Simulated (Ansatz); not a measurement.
Species: chloro(silyl)silane, Si2H5Cl, net charge 0, singlet state. SMILES: [SiH3][SiH2]Cl
Geometry from a B3LYP-D3(BJ)/def2-TZVP (Ansatz, a first-principles code) optimisation:
```
Si
H 1 1.4800
H 1 1.4800 2 108.86
Cl 1 2.0783 2 107.66 3 116.43
Si 1 2.3421 2 111.94 3 -124.28
H 5 1.4812 1 109.60 2 -178.82
H 5 1.4812 6 109.49 1 -120.26
H 5 1.4837 6 109.27 7 -119.64
```
Charge 0, spin multiplicity 1.

PBE/6-31G* beside other levels, property by property. Set-up: each state is the SCF solution reached for its charge and spin; UHF or UKS for open shells; non-relativistic; valence correlation only; no dispersion term unless named; six Cartesian d functions in 6-31G* and its kin unless marked 5d; atomisation electronic, to ground-state atoms; no spin-orbit coupling. CBS(X,Y): correlation extrapolated as X^-3; Hartree-Fock from the larger set (for Q and 5 zeta extrapolated as (X+1)exp(-9√X)). [CCSD(T)-MP2]/basis is that difference in the basis named. First-principles rows: single points at B3LYP-D3(BJ) geometries (Ansatz), with unscaled harmonic terms from B3LYP/6-31G* (Ansatz) at its own minima, enthalpies of formation by atomisation with measured atoms. Anions need diffuse functions, which STO-3G, LANL2DZ, def2-SVP, cc-pVDZ and Pople sets without + lack. Levels can end on unlike triplets.

Coupled cluster (Ansatz) is a level with limits of its own, used here on species with T1 under 0.025 (0.045 for open shells) and stable references: (a) RI-MP2/CBS(aug-cc-pV(T+d)Z,aug-cc-pV(Q+d)Z)+[CCSD(T)-MP2]/aug-cc-pV(T+d)Z; (b) RI-MP2/CBS(cc-pV(T+d)Z,cc-pV(Q+d)Z)+[CCSD(T)-MP2]/cc-pV(T+d)Z; (c) CCSD(T)/CBS(aug-cc-pV(T+d)Z,aug-cc-pV(Q+d)Z); (d) CCSD(T)/CBS(cc-pV(T+d)Z,cc-pV(Q+d)Z); (e) CCSD(T)/CBS(cc-pV(Q+d)Z,cc-pV(5+d)Z).

```
property                                                                                    PBE/6-31G* (Ansatz)  B3LYP/6-31G* (Ansatz)  B3LYP/def2-TZVPD (Ansatz)  PBE0/def2-TZVPD (Ansatz)            to compare with
------------------------------------------------------------------------------------------  -------------------  ---------------------  -------------------------  ------------------------  -------------------------
enthalpy of formation at 298 K (kcal/mol)                                                                  -8.3                   -8.4                      -16.5                     -14.9  -27.5 coupled cluster (e)
atomisation energy (kcal/mol)                                                                             532.2                  532.4                      540.4                     538.8  551.5 coupled cluster (e)
vertical triplet-singlet gap, E(triplet) - E(singlet) (eV)                                                 5.40                   5.78                       5.53                      5.46   5.88 coupled cluster (a)
deprotonation enthalpy (H-Si bond) at 298 K, to [SiH2-][SiH2]Cl + H+ (kcal/mol)                           349.1                  354.4                      352.4                     350.6  352.3 coupled cluster (c)
vertical ionisation energy to the doublet (eV)                                                             9.93                  10.21                      10.21                     10.22  10.58 coupled cluster (a)
Cl-Si bond dissociation enthalpy at 298 K, to [SiH2][SiH3] (Si2H5) + Cl atom (kcal/mol)                   100.5                   96.9                      100.1                     103.0  107.0 coupled cluster (b)
Si-Si bond dissociation enthalpy at 298 K, to [SiH3] (SiH3) + [SiH2]Cl (SiH2Cl) (kcal/mol)                 71.7                   70.1                       69.5                      71.9   76.7 coupled cluster (d)
H-Si bond dissociation enthalpy at 298 K, to [SiH2][SiH2]Cl + H atom (kcal/mol)                            83.9                   87.4                       87.5                      84.2   89.1 coupled cluster (c)
```

As the rows show:
- enthalpy of formation at 298 K: PBE/6-31G* lies 19.2 kcal/mol above coupled cluster.
- atomisation energy: PBE/6-31G* lies 19.3 kcal/mol below coupled cluster.
- vertical triplet-singlet gap, E(triplet) - E(singlet): PBE/6-31G* lies 0.48 eV below coupled cluster.
- deprotonation enthalpy (H-Si bond) at 298 K, to [SiH2-][SiH2]Cl + H+: PBE/6-31G* lies 3.2 kcal/mol below coupled cluster.
- vertical ionisation energy to the doublet: PBE/6-31G* lies 0.65 eV below coupled cluster.
- Cl-Si bond dissociation enthalpy at 298 K, to [SiH2][SiH3] (Si2H5) + Cl atom: PBE/6-31G* lies 6.5 kcal/mol below coupled cluster.
- Si-Si bond dissociation enthalpy at 298 K, to [SiH3] (SiH3) + [SiH2]Cl (SiH2Cl): PBE/6-31G* lies 5.0 kcal/mol below coupled cluster.
- H-Si bond dissociation enthalpy at 298 K, to [SiH2][SiH2]Cl + H atom: PBE/6-31G* lies 5.2 kcal/mol below coupled cluster.

The properties are those with a value to compare with, at most eight drawn at random. No case is left out for the size of its miss. Left out are saddle points of the reference geometry, anions that the best level run finds unbound, excited spin states, species near biochemistry, 298 K rows of species without real B3LYP wavenumbers, cases with under five habitual levels, runs that failed or that the program found above a lower state of the same kind, table entries that another table contradicts, and a share of species set aside by lot.
